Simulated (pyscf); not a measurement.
ethanol (H₃C–CH₂–OH) -> methane (CH₄) + formaldehyde (H₂C=O), an elimination (singlet surface; C–C, H–O broken, C–H formed). PySCF, gas phase, ωB97X-D3(BJ)/def2-SVP geometries. Correlated levels are frozen-core, on RHF or UHF. ΔMP2 is the change of the MP2 total energy from the triple- to the quadruple-zeta basis. Energies in kJ/mol from the reactant's lowest minimum found.

Small-basis levels: PySCF, no dispersion term, spherical d functions. 

Task: Quick HF/3-21G single points give ΔE‡ = 522.5 kJ/mol and ΔE = +63.6 kJ/mol. What does CCSD(T)/def2-TZVPP + ΔMP2(QZVPP) give, and how far is the quick result from it?

Result: CCSD(T)/def2-TZVPP + ΔMP2(QZVPP) gives ΔE‡ = 405.8 kJ/mol and ΔE = +66.8 kJ/mol. HF/3-21G lies 116.8 kJ/mol over it in the barrier and 3.3 kJ/mol under it in the reaction energy, so on this step it does not hold to within 12.6 kJ/mol. CCSD(T)/def2-TZVPP + ΔMP2(QZVPP) has limits of its own. The same reactants have a lower exit, to H₂C=CH₂ + H₂O (barrier +291.5 kJ/mol at ωB97M-D3(BJ), against +414.7 kJ/mol here). This is the saddle that the search found; another between the same sides may lie lower. The CCSD(T) − MP2 part came from Ansatz, without density fitting, on the same reference.
